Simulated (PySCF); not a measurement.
**carbon monoxide: calculation against experiment**

**The experiment to reproduce.**

From NIST CCCBDB Release 22 (SRD 101), experimental polarizabilities, for the gas: mean polarisability 1.953 Å³.

The runs below try to reproduce these values; the comparison stands at the end.

Compound: carbon monoxide, CO.
SMILES with atom numbers: `[C-:1]#[O+:2]`

Geometry (GFN2-xTB, Å), atoms numbered from 1 in this order:
```
atom  x, y, z in Å
C1     0.565   -0.003   -0.003
O2    -0.562    0.004   -0.011
```

The PySCF runs (gas phase, on this GFN2-xTB geometry; no spin–orbit coupling):

| level | job | basis functions | wall time |
| --- | --- | --- | --- |
| B3LYP/def2-SVPD | 8 singlets by full TDDFT, 3 Tamm–Dancoff triplets, polarisability | 43 | 0.7 s |

Hardware: one thread of an Arm Neoverse V1, shared host.

## Comparison

**Mean polarisability.** Measured: 1.953 Å³ (NIST CCCBDB Release 22 (SRD 101), experimental polarizabilities).

```
          level  computed (Å³)  computed − measured (Å³)  % (from the printed values)
B3LYP/def2-SVPD          1.927                    -0.026                           -1
```

The computed values are static and purely electronic, with core orbitals frozen in the response (1 au = 0.148185 Å³). The table of measured values doesn't say here whether a value is static or optical, or holds a vibrational part.

The geometry is computed, not the measured one. Where a level misses, the cause wasn't examined.
